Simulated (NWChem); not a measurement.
System: propene (C3H6); SMILES C=CC

Excerpt of the output:

```
             Northwest Computational Chemistry Package (NWChem) 7.3.0
             --------------------------------------------------------

                             Geometry "geometry" -> ""
                             -------------------------

 Output coordinates in angstroms (scale by  1.889725989 to convert to a.u.)

  No.       Tag          Charge          X              Y              Z
 ---- ---------------- ---------- -------------- -------------- --------------
    1 C                    6.0000    -0.16637100    -1.22874100     0.00000000
    2 C                    6.0000     0.45023000     0.13082900     0.00000000
    3 C                    6.0000    -0.21780300     1.28535600     0.00000000
    4 H                    1.0000     0.15071800    -1.80888700    -0.88295200
    5 H                    1.0000     0.15071800    -1.80888700     0.88295200
    6 H                    1.0000    -1.26533900    -1.17838100     0.00000000
    7 H                    1.0000     1.54779100     0.16217000     0.00000000
    8 H                    1.0000    -1.31278600     1.31260700     0.00000000
    9 H                    1.0000     0.30236800     2.24687900     0.00000000

 Effective nuclear repulsion energy (a.u.)      70.5700922181

                                 NWChem DFT Module
                                 -----------------

 Summary of "ao basis" -> "ao basis" (spherical)
 ------------------------------------------------------------------------------
       Tag                 Description            Shells   Functions and Types
 ---------------- ------------------------------  ------  ---------------------
 C                          def2-svp                 6       14   3s2p1d
 H                          def2-svp                 3        5   2s1p

 in cosmo_initialize ...
 calling solv_data for solv:h2o

 solvent parameters
 solvname_short: h2o
 solvname_long:  water
 dielec:       78.4000
 dielecinf:     1.7769
 aqueous SMD model solvent descriptors
 dielec:       78.4000
 sola:          0.8200

          ---------------
          -cosmo- solvent
          ---------------
 Cosmo: York-Karplus, doi: 10.1021/jp992097l
 dielectric constant -eps-     =  78.40
 screen = (eps-1)/(eps    )    =   0.98724
 surface charge correction     = lagrangian

   van der Waals surface
 --------------------------

 ---------- ATOMIC COORDINATES (A.U.) ------------ VDWR(ANG.) --
     1   -0.31439560   -2.32198380    0.00000000     1.850
     2    0.85081133    0.24723096    0.00000000     1.850
     3   -0.41158799    2.42897064    0.00000000     1.850
     4    0.28481572   -3.41830077   -1.66853734     1.200
     5    0.28481572   -3.41830077    1.66853734     1.200
     6   -2.39114399   -2.22681720    0.00000000     1.200
     7    2.92490088    0.30645686    0.00000000     1.200
     8   -2.48080582    2.48046756    0.00000000     1.200
     9    0.57139267    4.24598564    0.00000000     1.200
 number of segments per atom =        128
 number of   points per atom =        128
 atom (   nspa,  nppa )
 ----------------------
    1 (     60,     0 )       0
    2 (     40,     0 )       0
    3 (     66,     0 )       0
    4 (     55,     0 )       0
    5 (     55,     0 )       0
    6 (     54,     0 )       0
    7 (     54,     0 )       0
    8 (     54,     0 )       0
    9 (     54,     0 )       0
 number of -cosmo- surface points =      492
 molecular surface =     82.400 angstrom**2
 molecular volume  =     63.465 angstrom**3
 -lineq- algorithm             =   0
 -bem- low  level              =   3
 -bem- from -octahedral-
 gaussian surface charge width =   4.50000
 degree of switching           =   1.00000
 switching function tolerance  =   0.00010
 atomic radii =
 --------------
    1  6.000  1.850
    2  6.000  1.850
    3  6.000  1.850
    4  1.000  1.200
    5  1.000  1.200
    6  1.000  1.200
    7  1.000  1.200
    8  1.000  1.200
    9  1.000  1.200
 ...... end of -cosmo- initialization ......

 nat:                     9
 ixmem:                  4523
 calling mnsol_interface()
 G(SMD-CDS) energy (kcal/mol)  =     3.171
 SMD-CDS SASA (angstrom**2)    =   113.702

[...]

                                COSMO-SMD solvation results
                                ---------------------------

             internal energy in gas <Psi(g)|H|Psi(g)> =      -117.669194097773
         internal energy in solvent <Psi(s)|H|Psi(s)> =      -117.668876955647
                               delta internal energy  =         0.000317142126 (    0.20 kcal/mol)
   total free energy in solvent <Psi(s)|H+V/2|Psi(s)> =      -117.672135344598
 polarization energy contribution <Psi(s)|V/2|Psi(s)> =        -0.003258388951 (   -2.04 kcal/mol)
    total free energy in solvent including G(SMD-CDS) =      -117.667082132207
                       G(SMD-CDS) energy contribution =         0.005053212391 (    3.17 kcal/mol)
     1 M fixed-concentration free energy of solvation =         0.002111965566 (    1.33 kcal/mol)

                       DFT Final Molecular Orbital Analysis
                       ------------------------------------

 Vector   10  Occ=2.000000D+00  E=-3.803514D-01
              MO Center= -1.6D-01, -5.0D-01, -8.1D-11, r^2= 2.8D+00
   Bfn.  Coefficient  Atom+Function         Bfn.  Coefficient  Atom+Function
  ----- ------------  ---------------      ----- ------------  ---------------
     5      0.280680  1 C  py                33      0.265489  3 C  py
    53      0.256084  6 H  s                  4     -0.250561  1 C  px
    19     -0.212129  2 C  py                68      0.194267  9 H  s
    43     -0.190203  4 H  s                 48     -0.190203  5 H  s
     8      0.139495  1 C  py                54      0.106291  6 H  s

 Vector   11  Occ=2.000000D+00  E=-3.549989D-01
              MO Center=  9.7D-02,  3.2D-01,  1.4D-10, r^2= 2.8D+00
   Bfn.  Coefficient  Atom+Function         Bfn.  Coefficient  Atom+Function
  ----- ------------  ---------------      ----- ------------  ---------------
    18      0.296051  2 C  px                58      0.297156  7 H  s
    32     -0.240349  3 C  px                63      0.238856  8 H  s
     4     -0.209024  1 C  px                68     -0.207335  9 H  s
     5     -0.180829  1 C  py                53      0.177518  6 H  s
    59      0.155314  7 H  s                 64      0.137391  8 H  s

 Vector   12  Occ=2.000000D+00  E=-2.746551D-01
              MO Center=  6.9D-02,  5.2D-01,  3.1D-10, r^2= 2.1D+00
   Bfn.  Coefficient  Atom+Function         Bfn.  Coefficient  Atom+Function
  ----- ------------  ---------------      ----- ------------  ---------------
    34      0.406277  3 C  pz                20      0.365538  2 C  pz
    37      0.298690  3 C  pz                23      0.257191  2 C  pz
    43      0.141141  4 H  s                 48     -0.141141  5 H  s
     6     -0.137860  1 C  pz                44      0.087312  4 H  s
    49     -0.087312  5 H  s                  9     -0.076458  1 C  pz

 Vector   13  Occ=0.000000D+00  E= 1.735995D-02
              MO Center=  1.1D-01,  5.8D-01, -1.9D-10, r^2= 2.4D+00
   Bfn.  Coefficient  Atom+Function         Bfn.  Coefficient  Atom+Function
  ----- ------------  ---------------      ----- ------------  ---------------
    23      0.668783  2 C  pz                37     -0.651233  3 C  pz
    20      0.440198  2 C  pz                34     -0.397359  3 C  pz
    44      0.192653  4 H  s                 49     -0.192653  5 H  s
    43      0.115857  4 H  s                 48     -0.115857  5 H  s
    11      0.030170  1 C  d -1

 Vector   14  Occ=0.000000D+00  E= 8.857301D-02
              MO Center=  2.4D-01, -7.6D-01,  3.5D-09, r^2= 6.7D+00
   Bfn.  Coefficient  Atom+Function         Bfn.  Coefficient  Atom+Function
  ----- ------------  ---------------      ----- ------------  ---------------
     3      2.327966  1 C  s                 44     -1.054425  4 H  s
    49     -1.054425  5 H  s                 59     -0.842098  7 H  s
    54     -0.792988  6 H  s                 69     -0.675186  9 H  s
    31      0.665799  3 C  s                 21      0.502030  2 C  px
    64     -0.407332  8 H  s                 17      0.287595  2 C  s

 Vector   15  Occ=0.000000D+00  E= 1.113498D-01
              MO Center= -2.3D-01,  1.8D-01,  6.8D-10, r^2= 6.2D+00
   Bfn.  Coefficient  Atom+Function         Bfn.  Coefficient  Atom+Function
  ----- ------------  ---------------      ----- ------------  ---------------
    59      1.235463  7 H  s                  3      1.223608  1 C  s
    54     -1.185847  6 H  s                 17     -1.010467  2 C  s
    64     -1.004925  8 H  s                 69      0.594795  9 H  s
    35     -0.576637  3 C  px                 7     -0.405034  1 C  px
    21     -0.365302  2 C  px                31      0.267758  3 C  s

     Multipole analysis of the density
     ---------------------------------

     L   x y z        total         alpha         beta         nuclear
     -   - - -        -----         -----         ----         -------
     0   0 0 0     -0.000000    -12.000000    -12.000000     24.000000

     1   1 0 0      0.048244      0.052651      0.052651     -0.057058
     1   0 1 0     -0.232714     -0.163756     -0.163756      0.094798
     1   0 0 1     -0.000000     -0.000000     -0.000000      0.000000

     2   2 0 0    -13.820048    -20.344282    -20.344282     26.868517
     2   1 1 0     -0.129939     -0.160065     -0.160065      0.190191
     2   1 0 1      0.000000      0.000000      0.000000      0.000000
     2   0 2 0    -13.889960    -67.304523    -67.304523    120.719086
     2   0 1 1      0.000000      0.000000      0.000000      0.000000
     2   0 0 2    -16.019486    -10.793760    -10.793760      5.568034
```

Level: PBE0/def2-SVP, SMD on the gas-phase geometry. All runs use the structure optimised with PBE0/def2-SVP. Solvent: water.

Question: Which NWChem input produces such a log?

Answer: This is not unique; one that fits is the input that was run:
```
start job
memory heap 200 mb stack 900 mb global 1100 mb
geometry units angstroms noautosym nocenter noautoz
  C     -0.166371    -1.228741     0.000000
  C      0.450230     0.130829     0.000000
  C     -0.217803     1.285356     0.000000
  H      0.150718    -1.808887    -0.882952
  H      0.150718    -1.808887     0.882952
  H     -1.265339    -1.178381     0.000000
  H      1.547791     0.162170     0.000000
  H     -1.312786     1.312607     0.000000
  H      0.302368     2.246879     0.000000
end
basis spherical
  * library def2-svp
end
dft
  xc pbe0
  iterations 150
end
cosmo
  do_cosmo_smd true
  solvent water
end
task dft energy
```
